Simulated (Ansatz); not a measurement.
Worked example: correlation energy of CH3, doublet

Geometry: a PBE0/def2-TZVP stationary point for this spin, not checked as a minimum.

```json
{"atom": "C", "x (Å)": "0.0000", "y (Å)": "0.0000", "z (Å)": "0.0000"}
{"atom": "H", "x (Å)": "1.0799", "y (Å)": "0.0140", "z (Å)": "-0.0003"}
{"atom": "H", "x (Å)": "-0.5521", "y (Å)": "0.9282", "z (Å)": "-0.0027"}
{"atom": "H", "x (Å)": "-0.5278", "y (Å)": "-0.9423", "z (Å)": "0.0031"}
```

Basis cc-pVTZ; Ansatz 0.2.0. Only valence electrons are correlated (noble-gas cores frozen), which leaves 7 electrons in 71 orbitals. R marks a restricted (for open shells ROHF) determinant, U an unrestricted one.

Full CI isn't at hand for all of this; UCCSDT(Q) serves as the reference, and is uncertain by the last step of the cluster series or more.

UCCSD has a T1 diagnostic of 0.008 and a largest doubles amplitude of 0.04.

Runs differ by some tens of microhartree through their thresholds and, for an open shell, their frozen cores, so steps under 0.03 kcal/mol mean nothing.

```
    level  total energy (hartree)
      UHF              -39.577438
     UMP2              -39.735625
    UCCSD              -39.756248
 UCCSD(T)              -39.760974
   UCCSDT              -39.761444
UCCSDT(Q)              -39.761556
```

**Question.** What is the correlation energy at UCCSDT(Q), and what share of it do UMP2 and UCCSD(T) recover?

**Answer.** E(corr) = -39.761556 − (-39.577438) = -0.184118 hartree = -5.010 eV. UMP2: -0.158187 / -0.184118 = 85.92 %. UCCSD(T): -0.183536 / -0.184118 = 99.68 %.

**Question.** By how many kcal/mol does UCCSD(T) miss UCCSDT(Q) (1 hartree = 627.509 kcal/mol), and which steps make up the rest?

**Answer.** -39.760974 − (-39.761556) = 0.000582 hartree = 0.37 kcal/mol. Steps: UCCSDT − UCCSD(T) = -0.29, UCCSDT(Q) − UCCSDT = -0.07 kcal/mol. That is within 1 kcal/mol of the reference in this basis, which itself misses far more of the correlation at the basis-set limit.
